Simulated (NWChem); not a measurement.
**C2H2O (SMILES C#CO): levels of theory compared**

We compute a comparison of 4 runs (HF/3-21G, B3LYP/6-31G*, MP2/pcseg-2) of C2H2O. 

Program for the calculation: NWChem 7.3.0.

**1. The molecule**

The species is C2H2O (5 atoms), meant as a singlet with charge 0. SMILES: `C#CO`. The coordinates come from a PBE0-D4/def2-TZVP relaxation.

Bond lengths: C1–C2 1.198 Å, C2–O3 1.301 Å, C1–H4 1.062 Å, O3–H5 0.964 Å. Angles: C1–C2–O3 176.6°, C2–C1–H4 179.7°, C2–O3–H5 110.2°.

**2. Energy and gradient at HF/3-21G (run 1)**

run.py

```python
from ase import Atoms
from ase.calculators.nwchem import NWChem

molecule = Atoms(['C', 'C', 'O', 'H', 'H'], positions=[
    [-1.027960, 0.038650, -0.424070],
    [0.009820, -0.053000, 0.166870],
    [1.097770, -0.176120, 0.869910],
    [-1.945390, 0.121870, -0.953240],
    [1.865760, 0.068610, 0.340550],
])

calc = NWChem(
    label='input',
    theory='scf',
    memory='2200 mb',
    basis='3-21G',
    basispar='spherical bse',
    scf={'nopen': '0', 'rhf': None, 'thresh': '1e-08', 'maxiter': '80'},
)
molecule.calc = calc

forces = molecule.get_forces()
e = molecule.get_potential_energy()
print(f"E = {e:.6f} eV")
print("forces (eV/A):")
for s, f in zip(molecule.symbols, forces):
    print(f"{s:2s} {f[0]:10.5f} {f[1]:10.5f} {f[2]:10.5f}")
print("dipole (e A):", molecule.get_dipole_moment().round(4))
```

Started as:

```sh
$ export ASE_NWCHEM_COMMAND="nwchem PREFIX.nwi > PREFIX.nwo"
$ python run.py
```

The program printed:

```text
E = -4104.150078 eV
forces (eV/A):
C     1.03837   -0.01239    0.34633
C    -2.94561    0.01599   -0.92267
O     0.81401    0.05024    0.08608
H     0.50898   -0.04916    0.30288
H     0.58431   -0.00463    0.18748
dipole (e A): [ 0.2691  0.1269 -0.3128]
```

The calculator wrote input.nwi:

```
title "input"

permanent_dir input

scratch_dir input

start input

geometry units angstrom nocenter noautosym noautoz
  C  -1.0279600000000000e+00 3.8649999999999997e-02 -4.2407000000000000e-01
  C  9.8200000000000006e-03 -5.2999999999999999e-02 1.6686999999999999e-01
  O  1.0977699999999999e+00 -1.7612000000000000e-01 8.6990999999999996e-01
  H  -1.9453900000000000e+00 1.2187000000000001e-01 -9.5323999999999998e-01
  H  1.8657600000000001e+00 6.8610000000000004e-02 3.4055000000000002e-01
end

memory 2200 mb

basis spherical bse noprint
   * library 3-21G
end

scf
  nopen 0
  rhf
  thresh 1e-08
  maxiter 80
end

task scf gradient
```

input.nwo, cut to the lines that bear on the results:

```text
[...]
      One-electron energy =   -320.634319970917
[... 1 line left out ...]
 Nuclear repulsion energy =     58.459970210907
[... 29 lines left out ...]
                       ROHF Final Molecular Orbital Analysis
[... 182 lines left out ...]
     1   1 0 0      0.508542      0.000000      4.901363
[...]
  wavefunction    =   RHF
                         RHF ENERGY GRADIENTS
    atom               coordinates                        gradient
                 x          y          z           x          y          z
   1 C      -1.942563   0.073038  -0.801376   -0.020193   0.000241  -0.006735
   2 C       0.018557  -0.100155   0.315339    0.057283  -0.000311   0.017943
   3 O       2.074484  -0.332819   1.643892   -0.015830  -0.000977  -0.001674
   4 H      -3.676254   0.230301  -1.801362   -0.009898   0.000956  -0.005890
   5 H       3.525775   0.129654   0.643546   -0.011363   0.000090  -0.003646
[...]
```

Wall time 2.1 s (1 thread of AMD EPYC 7R43 (Zen 3), shared host); peak memory 0.096 GiB.

**3. Energy and forces at B3LYP/6-31G(d) (spherical functions) (run 2)**

nw.nw

```
start nw
memory stack 880 mb heap 220 mb global 1100 mb
charge 0

geometry units atomic noautosym nocenter noautoz
  C  -1.94256287  0.07303791 -0.80137616
  C   0.01855711 -0.10015548  0.31533860
  O   2.07448465 -0.33281857  1.64389165
  H  -3.67625431  0.23030092 -1.80136253
  H   3.52577541  0.12965411  0.64354623
end

basis "ao basis" spherical bse
  * library 6-31G*
end

dft
  xc b3lyp
  grid xfine
  convergence energy 1e-08
  iterations 100
  mulliken
end

task dft gradient
```

Started as:

```sh
$ nwchem nw.nw > nw.out
```

The program printed:

```text
[...]
          Wavefunction type:  closed shell.
          No. of atoms     :     5
          No. of electrons :    22
[...]
          Charge           :     0
          Spin multiplicity:     1
[...]
          AO basis - number of functions:    46
[...]
              XC Information
              --------------
                         B3LYP Method XC Potential
                     Hartree-Fock (Exact) Exchange  0.200
                        Slater Exchange Functional  0.800 local
                    Becke 1988 Exchange Functional  0.720 non-local
              Lee-Yang-Parr Correlation Functional  0.810
                  VWN I RPA Correlation Functional  0.190 local
[...]
 d= 0,ls=0.0,diis     1   -152.4775815983 -2.11D+02  1.58D-02  4.31D-01     1.0
[...]
 d= 0,ls=0.0,diis     8   -152.5279571878 -4.36D-09  2.89D-06  2.76D-08     6.8
         Total DFT energy =     -152.527957187810
      One electron energy =     -322.318033318469
           Coulomb energy =      131.483896512366
    Exchange-Corr. energy =      -20.153786358862
 Nuclear repulsion energy =       58.459965977155
[...]
      Total Density - Mulliken Population Analysis
     ---------------------------------------------
    Atom       Charge   Shell Charges
 -----------   ------   -------------------------------------------------------
    1 C    6     6.18   2.00  0.67  2.04  0.50  0.95  0.02
    2 C    6     5.86   2.00  0.66  2.02  0.46  0.66  0.07
    3 O    8     8.58   2.00  0.90  2.95  0.97  1.73  0.03
    4 H    1     0.82   0.51  0.31
    5 H    1     0.56   0.47  0.09
[...]
  wavefunction    = closed shell
                         DFT ENERGY GRADIENTS
    atom               coordinates                        gradient
                 x          y          z           x          y          z
   1 C      -1.942563   0.073038  -0.801376    0.014829  -0.001225   0.008181
   2 C       0.018557  -0.100155   0.315339   -0.001991   0.000043  -0.000717
   3 O       2.074485  -0.332819   1.643892   -0.007121   0.003228  -0.012095
   4 H      -3.676254   0.230301  -1.801363    0.000837  -0.000157   0.000732
   5 H       3.525775   0.129654   0.643546   -0.006554  -0.001889   0.003899
[...]
```

Run time: 9.3 s. Hardware: 1 thread of AMD EPYC 7R43 (Zen 3), shared host; peak memory 0.12 GiB.

**4. Energy and gradient at B3LYP/6-31G(d) (Cartesian functions) (run 3)**

c2h2o.nw

```
start c2h2o
title "C2H2O"
memory 2200 mb
charge 0

geometry units angstroms noautosym nocenter noautoz
 C       -1.027960       0.038650      -0.424070
 C        0.009820      -0.053000       0.166870
 O        1.097770      -0.176120       0.869910
 H       -1.945390       0.121870      -0.953240
 H        1.865760       0.068610       0.340550
end

basis cartesian
 C library 6-31G*
 O library 6-31G*
 H library 6-31G*
end

dft
 xc b3lyp
 grid xfine
 convergence energy 1e-08
 maxiter 100
 mulliken
 noprint "final vectors analysis"
end

task dft gradient
```

Started as:

```sh
$ nwchem c2h2o.nw > c2h2o.out
```

The program printed:

```text
[...]
          Wavefunction type:  closed shell.
          No. of atoms     :     5
          No. of electrons :    22
[...]
          Charge           :     0
          Spin multiplicity:     1
[...]
          AO basis - number of functions:    49
[...]
              XC Information
              --------------
                         B3LYP Method XC Potential
                     Hartree-Fock (Exact) Exchange  0.200
                        Slater Exchange Functional  0.800 local
                    Becke 1988 Exchange Functional  0.720 non-local
              Lee-Yang-Parr Correlation Functional  0.810
                  VWN I RPA Correlation Functional  0.190 local
[...]
 d= 0,ls=0.0,diis     1   -152.4791110681 -2.11D+02  1.53D-02  5.08D-01     1.2
[...]
 d= 0,ls=0.0,diis     8   -152.5307245533 -5.25D-09  2.59D-06  1.67D-08     7.8
         Total DFT energy =     -152.530724553329
      One electron energy =     -322.301328505232
           Coulomb energy =      131.441926627911
    Exchange-Corr. energy =      -20.131292886915
 Nuclear repulsion energy =       58.459970210907
[...]
      Total Density - Mulliken Population Analysis
     ---------------------------------------------
    Atom       Charge   Shell Charges
 -----------   ------   -------------------------------------------------------
    1 C    6     6.14   1.99  0.69  2.05  0.48  0.93  0.00
    2 C    6     5.87   1.99  0.69  2.02  0.50  0.66  0.02
    3 O    8     8.60   1.99  0.90  2.95  0.99  1.74  0.03
    4 H    1     0.82   0.51  0.31
    5 H    1     0.56   0.47  0.10
[...]
  wavefunction    = closed shell
                         DFT ENERGY GRADIENTS
    atom               coordinates                        gradient
                 x          y          z           x          y          z
   1 C      -1.942563   0.073038  -0.801376    0.014552  -0.001163   0.007908
   2 C       0.018557  -0.100155   0.315339   -0.001994  -0.000076  -0.000350
   3 O       2.074484  -0.332819   1.643892   -0.007155   0.003287  -0.012288
   4 H      -3.676254   0.230301  -1.801362    0.000965  -0.000164   0.000792
   5 H       3.525775   0.129654   0.643546   -0.006369  -0.001883   0.003938
[...]
```

It took 11 s on 1 thread of AMD EPYC 7R43 (Zen 3), shared host; peak memory 0.12 GiB.

**5. Energy and forces at MP2/pcseg-2 (run 4)**

m1.nw

```
START m1
TITLE "C2H2O gradient"
memory stack 880 mb heap 220 mb global 1100 mb

GEOMETRY units angstrom noautosym nocenter noautoz
C       -1.027960       0.038650      -0.424070
C        0.009820      -0.053000       0.166870
O        1.097770      -0.176120       0.869910
H       -1.945390       0.121870      -0.953240
H        1.865760       0.068610       0.340550
END

BASIS spherical bse
* library pcseg-2
END

SCF
thresh 1e-08
maxiter 80
END

MP2
freeze core 3
tight
END

TASK mp2 gradient
```

Started as:

```sh
$ nwchem m1.nw > m1.out
```

The program printed:

```text
[...]
  functions       =   118
[...]
  wavefunction    = RHF
[...]
         Total SCF energy =   -151.726085402311
      One-electron energy =   -321.924888023829
      Two-electron energy =    111.738832410611
 Nuclear repulsion energy =     58.459970210907
        Time for solution =     33.8s
[...]
          Total MP2 energy          -152.257743749172
[...]
                         mp2 ENERGY GRADIENTS
    atom               coordinates                        gradient
                 x          y          z           x          y          z
   1 C      -1.942563   0.073038  -0.801376    0.019099  -0.001744   0.011051
   2 C       0.018557  -0.100155   0.315339   -0.006592   0.000062  -0.002139
   3 O       2.074484  -0.332819   1.643892   -0.012132   0.000950  -0.006533
   4 H      -3.676254   0.230301  -1.801362   -0.002924   0.000305  -0.001809
   5 H       3.525775   0.129654   0.643546    0.002548   0.000428  -0.000570
[...]
```

Wall time 85 s (1 thread of AMD EPYC 7R43 (Zen 3), shared host); peak memory 0.4 GiB.

**6. Overview of the runs**

```csv
run,level,iteration cap,module,energy (Eh),dipole moment (D),HOMO energy (eV),LUMO energy (eV),wall time
1,HF/3-21G,80,scf,-150.824735,2.07,-10.13,6.05,2.1 s
2,B3LYP/6-31G* (spherical functions),100,dft,-152.527957,1.82,-6.57,1.13,9.3 s
3,B3LYP/6-31G* (Cartesian functions),100,dft,-152.530725,1.81,–,–,11 s
4,MP2/pcseg-2,80,mp2,-152.257744,1.71,-10.30,2.27,85 s
```

**7. What came out**

| quantity | value |
| --- | --- |
| run 4: total energy | -152.25774 Eh |
| run 4: dipole moment (of the density that the program reports) | 1.71 D |
| run 4: HOMO energy (Hartree–Fock orbitals) | -10.30 eV |
| run 4: LUMO energy (Hartree–Fock orbitals) | 2.27 eV |
| run 4: HOMO–LUMO gap (Hartree–Fock orbitals) | 12.57 eV |
| run 4: correlation energy (3 core orbitals frozen) | -531.7 mEh |
| run 4: largest force on an atom | 1.138 eV/Å |

The dipole moment (its size) runs from 1.71 D (MP2/pcseg-2) to 2.07 D (HF/3-21G). The two ends differ in method and basis. All runs together took 1.8 min, the longest 85 s.
